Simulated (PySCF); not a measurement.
N₂, SMILES N#N.

Geometry: PBE0-D3(BJ)/def2-TZVPD.

Two levels are set side by side: TDA-PBE/def2-TZVPD (PySCF) and TDA-M06-2X/def2-TZVPD (PySCF). Vertical, same geometry. The lowest singlet is HOMO→LUMO+1 99 % with PBE and HOMO−1→LUMO+1 49 %, HOMO−2→LUMO 49 % with the other functional; states are paired by order. Differences are taken from unrounded values.

```
quantity                               TDA-M06-2X
-------------------------------------  ----------
lowest singlet excitation (eV)               8.82
lowest triplet excitation (TDA) (eV)         7.93
first bright state (f over 0.05) (eV)       13.43
its oscillator strength                      0.12
```

What does TDA-PBE give, and how far is it from TDA-M06-2X? (Estimate from the structure and the level; the computed values follow.)


```json
[
 {"quantity": "lowest singlet excitation (eV)", "TDA-PBE": "9.38", "TDA-PBE minus TDA-M06-2X": "0.56"},
 {"quantity": "lowest triplet excitation (TDA) (eV)", "TDA-PBE": "7.61", "TDA-PBE minus TDA-M06-2X": "-0.32"},
 {"quantity": "first bright state (f over 0.05) (eV)", "TDA-PBE": "12.50", "TDA-PBE minus TDA-M06-2X": "-0.93"},
 {"quantity": "its oscillator strength", "TDA-PBE": "0.24", "TDA-PBE minus TDA-M06-2X": "0.12"}
]
```

Rough cost on one machine, each run with all the roots and properties that it gave: TDA-M06-2X against TDA-PBE about 7 times.
